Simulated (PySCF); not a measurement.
An unknown is described by computed data only.

Formula: C2H8N; charge +1.

* UV, strongest line: among the 8 lowest singlet transitions: S8 at 12.36 eV (100 nm, f = 0.085) [TDDFT CAM-B3LYP/def2-SVPD]
* Polarisability: 30.7 au [CAM-B3LYP/def2-SVPD]
* 13C NMR: chemical shifts (computed TMS as zero) by class: 39.2 (2 C) ppm [GIAO PBE0/pcSseg-1]
* NMR, other nuclei: isotropic shieldings of nuclei other than C and H, by class: 213 (1 N) ppm [GIAO PBE0/pcSseg-1]
* UV, first state: lowest singlet excitation: 10.48 eV (118 nm, f = 0.015) [TDDFT CAM-B3LYP/def2-SVPD]
* Rotational structure: rotational constants A, B, C: 30.203, 8.983, 7.907 GHz [GFN2-xTB]
* Triplet: lowest triplet excitation (Tamm–Dancoff): 10.23 eV [TDA CAM-B3LYP/def2-SVPD]
* Couplings: largest of the computed one-bond spin–spin couplings (means over like bonds): 13C–1H +152.3 (×6), 15N–1H -79.9 (×2), 15N–13C -5.6 (×2) Hz [B3LYP/pcJ-1, spin–dipole term left out for some pairs]
* 1H NMR: chemical shifts (computed TMS as zero) by class: 4.77 (2 H), 3.44 (6 H) ppm [GIAO PBE0/pcSseg-1]

Electronic properties: PySCF, gas phase, density fitting. Levels stand in brackets. Isolated species at its GFN2-xTB geometry, gas phase. NMR values are class means; diastereotopic atoms form classes of their own.

Question: Give a SMILES that accounts for the data.

Answer: Numbering: `[CH3:1][NH2+:2][CH3:3]`. 2 carbons fall into 1 class: N-methyl carbon [C1/C3] (39.2 ppm, 2 C). Hydrogen classes from least to most shielded: 2 H on an ammonium nitrogen, N2 (4.77 ppm), 6 H on 2 N-methyl carbons, C1/C3 (3.44 ppm). The other shieldings belong to: 213 ppm, ammonium nitrogen [N2]. The couplings run between: +152.3 Hz, N-methyl carbon [C1] and its hydrogen (with 5 like pairs); -79.9 Hz, ammonium nitrogen [N2] and its hydrogen (with 1 like pair); -5.6 Hz, ammonium nitrogen [N2] and N-methyl carbon [C1] (with 1 like pair). S1 is mainly HOMO→LUMO (weight 0.96); the largest Löwdin shares of the orbital it empties are 0.27 on an N-methyl carbon, 0.26 on an N-methyl carbon and 0.15 on each of 2 atoms of one kind (methyl hydrogen), of the orbital it fills 0.18 on each of 2 atoms of one kind (N–H hydrogen) and 0.17 on the ammonium nitrogen. The optimised geometry has point group C2v and is an asymmetric top. Structure: `C[NH2+]C`. Computed isomers that give other values at the same levels: `CC[NH3+]` (13C chemical shifts (computed TMS as zero) by class: 45.3 (1 C), 15.6 (1 C) ppm). The assignments are read from this structure; whether some other isomer fits the data as well wasn't checked.
